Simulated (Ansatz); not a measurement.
# BHMg: the cost of one run

Program: Ansatz 0.2.0, Gaussian basis. Level of theory: def2-QZVPP, all electrons in the functionals. These are calculated values, not measurements.

To be run: PBE, BLYP, r2SCAN, B97M-V, PBE0, B3LYP, at charge 0, triplet; charge 0, singlet; charge 0, quintet; charge 1, doublet; charge 1, quartet.

2 further runs of the same task are left out: 2 set aside as unsound or not needed.

**1. The system**

The geometry is a PBE0/def2-TZVP stationary point (not a proven minimum).

3 atoms, charge 0, spin multiplicity 3.

Atoms are counted from 1 here; the program's logs count them from 0.

Bond lengths: B1–Mg2 2.255 Å, Mg2–H3 1.702 Å. Angles: B1–Mg2–H3 180.0°.

No dispersion term is added; B97M-V holds VV10 nonlocal correlation. B3LYP takes the VWN-RPA correlation.

The geometry shown and the zero of energy belong to the point charge 0, triplet. The yardstick, UCCSD(T), and other wave-function levels (R restricted, U unrestricted, valence and pair active spaces) come from earlier runs.

**2. PBE, charge 0, triplet**

in.yaml reads:

```yaml
crystal:
  periodic: [false, false, false]
  atoms:
    - {symbol: B, position_ang: [0.000000, 0.000000, 2.070593]}
    - {symbol: Mg, position_ang: [0.000000, 0.000000, -0.184107]}
    - {symbol: H, position_ang: [0.000000, 0.000000, -1.886486]}
basis:
  gaussian: {orbitals: "def2-QZVPP.json"}
magnetization: {spin_polarized: true, initial_magnetization: 2}
hamiltonian: {xc: {name: PBE}}
output: {orbitals: {seedname: orbitals}}
```

The run is started by

```sh
ansatz run in.yaml --threads 1 --pin off --events-out ev --progress --plain --max-ram 2393MiB
```

**Question.** How long does this run take on 1 thread of Arm Neoverse V1, shared host?

About 8.5 s.
